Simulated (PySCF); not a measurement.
## phosphorous nitride: proton affinities at several levels

Structure: `N#P` (NP). Coordinates in Å; atoms count from 1 in this order:
```
N     0.7470   -0.0061   -0.0053
P    -0.7415    0.0086   -0.0230
```

All levels share the PBE0-D3(BJ)/def2-SVP structures and the PBE0-D3(BJ)/def2-SVP thermal terms; only the single-point energies (PySCF) change. Values are proton affinities (298 K, kJ/mol).

Measured (NIST Chemistry WebBook): proton affinity (−ΔH) 789 kJ/mol.

| level | N1 | P2 | time |
| --- | --- | --- | --- |
| M06-L/6-31G* (grid 2, diis space 4) | 795 | 452 | 1.9 s |
| CAM-B3LYP-D3(BJ)/6-311++G(2d,2p) | 798 | 399 | 1.8 s |
| B97-2/def2-TZVP (grid 1) | 812 | 439 | 1.1 s |
| ωB97X-D3(BJ)/def2-TZVP | 813 | 420 | – |

Times are wall times for all single points of a level on 1 thread of AMD EPYC 9R45 96-Core, a shared host; the dash marks the run that also made the structures. M06-L ran on a slower path of this set-up, which computes the density-fitting integrals anew in every SCF cycle while the other levels store them. So the times needn't show the usual order of cost, and those levels read slower than they are.

The widest spread is that of P2: 52 kJ/mol, from 399 to 452.

Differences come from unrounded values, so a last digit can differ from that of the printed terms.
